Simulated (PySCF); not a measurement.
C2H5Al.
Z-matrix (Å and degrees, GFN2-xTB geometry), rows numbered from 1:
```
C 
C   1  1.3365
Al  2  1.9789  1  112.53
H   1  1.0865  2  120.18  3    -0.13
H   1  1.0826  2  124.48  3   179.88
H   2  1.0910  1  117.47  3  -179.88
H   3  1.5517  2  117.33  1     0.63
H   3  1.5533  2  126.75  1  -179.35
```

A PySCF run (density fitting, gas phase, GFN2-xTB geometry) gave HOMO -6.82 eV, LUMO -2.35 eV, dipole 0.90 D and E = -321.497 Eh.

Question: Which of these levels was it?
A. PBE0/pcSseg-1
B. wB97X-D/def2-SVPD
C. revPBE/pcseg-1

Answer: C. It is revPBE/pcseg-1. All candidates on this geometry:

| level and settings | kind | basis functions | SCF cycles | E (Eh) | HOMO (eV) | LUMO (eV) | dipole (D) |
| --- | --- | --- | --- | --- | --- | --- | --- |
| revPBE/pcseg-1, grid level 1 | GGA | 71 | 9 | -321.4967 | -6.82 | -2.35 | 0.90 |
| PBE0/pcSseg-1 | global hybrid | 83 | 12 | -321.3620 | -8.14 | -1.61 | 0.89 |
| wB97X-D/def2-SVPD | range-separated hybrid | 104 | 12 | -321.4361 | -10.00 | 0.14 | 0.89 |

The nearest other candidate, by the summed differences of HOMO and LUMO, is PBE0/pcSseg-1: its HOMO differs by -1.32 eV and its LUMO by +0.74 eV. wB97X-D ran without the empirical dispersion term, which would shift the total energy alone. Cycle counts include a coarse-grid stage where the run had one.
